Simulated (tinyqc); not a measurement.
CCD on RHF in the sto-3g basis, frozen core, for H2F+, spin multiplicity 1, step by step. One step of it, computed by the program tinyqc.

Question. Iteration 1: building the Fock matrix. J_ij = sum D_kl (ij|kl), K_ij = sum D_kl (ik|jl); F = H + J - 0.5 K; E = tr D H + tr D J / 2 - 0.25 tr D K + E_nn.

D at the start:
```
            1F 1s      1F 2s    1F 2px     1F 2py     1F 2pz      2H 1s      3H 1s
1F 1s    1.954972  -0.453463  0.000000   0.000000   0.011964  -0.012398  -0.012398
1F 2s   -0.453463   1.917278  0.000000   0.000000  -0.066542   0.036664   0.036664
1F 2px   0.000000   0.000000  1.484561   0.000000   0.000000   0.000000   0.000000
1F 2py   0.000000   0.000000  0.000000   1.317576   0.000000   0.151213  -0.151213
1F 2pz   0.011964  -0.066542  0.000000   0.000000   1.437906   0.066533   0.066533
2H 1s   -0.012398   0.036664  0.000000   0.151213   0.066533   0.918828   0.042502
3H 1s   -0.012398   0.036664  0.000000  -0.151213   0.066533   0.042502   0.918828
```

core Hamiltonian H = T + V (hartree):
```
             1F 1s       1F 2s     1F 2px     1F 2py     1F 2pz      2H 1s      3H 1s
1F 1s   -41.040318   -9.631301   0.000000   0.000000  -0.011603  -1.494939  -1.494939
1F 2s    -9.631301  -11.515545   0.000000   0.000000  -0.142297  -3.411223  -3.411223
1F 2px    0.000000    0.000000  -9.155808   0.000000   0.000000   0.000000   0.000000
1F 2py    0.000000    0.000000   0.000000  -9.283548   0.000000  -1.992582   1.992582
1F 2pz   -0.011603   -0.142297   0.000000   0.000000  -9.197912  -1.179754  -1.179754
2H 1s    -1.494939   -3.411223   0.000000  -1.992582  -1.179754  -5.209040  -1.124260
3H 1s    -1.494939   -3.411223   0.000000   1.992582  -1.179754  -1.124260  -5.209040
```

Two-electron integrals (ij|kl) in chemists' order, unique and non-zero (hartree):
```
(11|11) 5.403501    (21|11) 0.841920    (21|21) 0.156299    (22|11) 1.268028
(22|21) 0.292344    (22|22) 0.926167    (31|31) 0.027998    (32|31) 0.043169
(32|32) 0.204588    (33|11) 1.264502    (33|21) 0.292403    (33|22) 0.925959
(33|33) 0.997514    (41|41) 0.027998    (42|41) 0.043169    (42|42) 0.204588
(43|43) 0.053770    (44|11) 1.264502    (44|21) 0.292403    (44|22) 0.925959
(44|33) 0.889973    (44|44) 0.997514    (51|51) 0.027998    (52|51) 0.043169
(52|52) 0.204588    (53|53) 0.053770    (54|54) 0.053770    (55|11) 1.264502
(55|21) 0.292403    (55|22) 0.925959    (55|33) 0.889973    (55|44) 0.889973
(55|55) 0.997514    (61|11) 0.131474    (61|21) 0.024205    (61|22) 0.044996
(61|33) 0.044927    (61|41) 0.000862    (61|42) 0.001618    (61|44) 0.045089
(61|51) 0.000495    (61|52) 0.000929    (61|54) 0.000093    (61|55) 0.044980
(61|61) 0.003787    (62|11) 0.335804    (62|21) 0.078472    (62|22) 0.277692
(62|33) 0.273611    (62|41) 0.004643    (62|42) 0.036352    (62|44) 0.282614
(62|51) 0.002666    (62|52) 0.020870    (62|54) 0.005168    (62|55) 0.276579
(62|61) 0.012333    (62|62) 0.102824    (63|31) 0.008180    (63|32) 0.048601
(63|43) 0.007638    (63|53) 0.004385    (63|63) 0.015180    (64|11) 0.199236
(64|21) 0.047152    (64|22) 0.178606    (64|33) 0.170988    (64|41) 0.010618
(64|42) 0.070748    (64|44) 0.191810    (64|51) 0.001400    (64|52) 0.012715
(64|54) 0.007569    (64|55) 0.172816    (64|61) 0.007719    (64|62) 0.081112
(64|64) 0.078682    (65|11) 0.114384    (65|21) 0.027071    (65|22) 0.102540
(65|33) 0.098167    (65|41) 0.001400    (65|42) 0.012715    (65|44) 0.101351
(65|51) 0.008984    (65|52) 0.055901    (65|54) 0.009466    (65|55) 0.107986
(65|61) 0.004432    (65|62) 0.046568    (65|64) 0.036458    (65|65) 0.036111
(66|11) 0.494065    (66|21) 0.117348    (66|22) 0.479169    (66|33) 0.462893
(66|41) 0.008642    (66|42) 0.095517    (66|44) 0.499210    (66|51) 0.004961
(66|52) 0.054838    (66|54) 0.020850    (66|55) 0.474863    (66|61) 0.018557
(66|62) 0.228440    (66|64) 0.209447    (66|65) 0.120247    (66|66) 0.774606
(71|11) 0.131474    (71|21) 0.024205    (71|22) 0.044996    (71|33) 0.044927
(71|41) -0.000862   (71|42) -0.001618   (71|44) 0.045089    (71|51) 0.000495
(71|52) 0.000929    (71|54) -0.000093   (71|55) 0.044980    (71|61) 0.003731
(71|62) 0.011956    (71|64) 0.006883    (71|65) 0.004301    (71|66) 0.017832
(71|71) 0.003787    (72|11) 0.335804    (72|21) 0.078472    (72|22) 0.277692
(72|33) 0.273611    (72|41) -0.004643   (72|42) -0.036352   (72|44) 0.282614
(72|51) 0.002666    (72|52) 0.020870    (72|54) -0.005168   (72|55) 0.276579
(72|61) 0.011956    (72|62) 0.082459    (72|64) 0.044957    (72|65) 0.036149
(72|66) 0.147748    (72|71) 0.012333    (72|72) 0.102824    (73|31) 0.008180
(73|32) 0.048601    (73|43) -0.007638   (73|53) 0.004385    (73|63) 0.011716
(73|73) 0.015180    (74|11) -0.199236   (74|21) -0.047152   (74|22) -0.178606
(74|33) -0.170988   (74|41) 0.010618    (74|42) 0.070748    (74|44) -0.191810
(74|51) -0.001400   (74|52) -0.012715   (74|54) 0.007569    (74|55) -0.172816
(74|61) -0.006883   (74|62) -0.044957   (74|64) -0.013210   (74|65) -0.019325
(74|66) -0.073365   (74|71) -0.007719   (74|72) -0.081112   (74|74) 0.078682
(75|11) 0.114384    (75|21) 0.027071    (75|22) 0.102540    (75|33) 0.098167
(75|41) -0.001400   (75|42) -0.012715   (75|44) 0.101351    (75|51) 0.008984
(75|52) 0.055901    (75|54) -0.009466   (75|55) 0.107986    (75|61) 0.004301
(75|62) 0.036149    (75|64) 0.019325    (75|65) 0.027371    (75|66) 0.071298
(75|71) 0.004432    (75|72) 0.046568    (75|74) -0.036458   (75|75) 0.036111
(76|11) 0.102824    (76|21) 0.024255    (76|22) 0.093484    (76|33) 0.091870
(76|44) 0.093876    (76|51) 0.001323    (76|52) 0.012497    (76|55) 0.094606
(76|61) 0.003766    (76|62) 0.034066    (76|64) 0.023556    (76|65) 0.017632
(76|66) 0.079848    (76|71) 0.003766    (76|72) 0.034066    (76|74) -0.023556
(76|75) 0.017632    (76|76) 0.014001    (77|11) 0.494065    (77|21) 0.117348
(77|22) 0.479169    (77|33) 0.462893    (77|41) -0.008642   (77|42) -0.095517
(77|44) 0.499210    (77|51) 0.004961    (77|52) 0.054838    (77|54) -0.020850
(77|55) 0.474863    (77|61) 0.017832    (77|62) 0.147748    (77|64) 0.073365
(77|65) 0.071298    (77|66) 0.290694    (77|71) 0.018557    (77|72) 0.228440
(77|74) -0.209447   (77|75) 0.120247    (77|76) 0.079848    (77|77) 0.774606
```

nuclear repulsion = 9.43052303 hartree

Give: Coulomb J; exchange K; Fock matrix F; total energy of this density.

Answer.

Coulomb J (hartree):
```
          1F 1s   1F 2s  1F 2px   1F 2py  1F 2pz   2H 1s    3H 1s
1F 1s   18.7032  3.5682  0.0000   0.0000  0.0078  0.5529   0.5529
1F 2s    3.5682  8.9780  0.0000   0.0000  0.1012  2.7019   2.7019
1F 2px   0.0000  0.0000  8.9413   0.0000  0.0000  0.0000   0.0000
1F 2py   0.0000  0.0000  0.0000   9.0050  0.0000  1.7485  -1.7485
1F 2pz   0.0078  0.1012  0.0000   0.0000  8.9626  1.0316   1.0316
2H 1s    0.5529  2.7019  0.0000   1.7485  1.0316  4.9220   0.9244
3H 1s    0.5529  2.7019  0.0000  -1.7485  1.0316  0.9244   4.9220
```

exchange K (hartree):
```
          1F 1s   1F 2s  1F 2px   1F 2py  1F 2pz   2H 1s    3H 1s
1F 1s   10.2235  1.7698  0.0000   0.0000  0.0085  0.3051   0.3051
1F 2s    1.7698  2.9439  0.0000   0.0000  0.0754  1.0662   1.0662
1F 2px   0.0000  0.0000  2.0783   0.0000  0.0000  0.0000   0.0000
1F 2py   0.0000  0.0000  0.0000   2.1506  0.0000  0.5962  -0.5962
1F 2pz   0.0085  0.0754  0.0000   0.0000  2.1037  0.3733   0.3733
2H 1s    0.3051  1.0662  0.0000   0.5962  0.3733  1.1900   0.3584
3H 1s    0.3051  1.0662  0.0000  -0.5962  0.3733  0.3584   1.1900
```

Fock matrix F (hartree):
```
           1F 1s    1F 2s   1F 2px   1F 2py   1F 2pz    2H 1s    3H 1s
1F 1s   -27.4489  -6.9480   0.0000   0.0000  -0.0081  -1.0946  -1.0946
1F 2s    -6.9480  -4.0096   0.0000   0.0000  -0.0788  -1.2424  -1.2424
1F 2px    0.0000   0.0000  -1.2537   0.0000   0.0000   0.0000   0.0000
1F 2py    0.0000   0.0000   0.0000  -1.3539   0.0000  -0.5421   0.5421
1F 2pz   -0.0081  -0.0788   0.0000   0.0000  -1.2872  -0.3347  -0.3347
2H 1s    -1.0946  -1.2424   0.0000  -0.5421  -0.3347  -0.8820  -0.3791
3H 1s    -1.0946  -1.2424   0.0000   0.5421  -0.3347  -0.3791  -0.8820
```

total energy of this density = -94.045607 hartree

This density is the starting one; it is not idempotent, so its energy is not variational and may lie below the converged one.
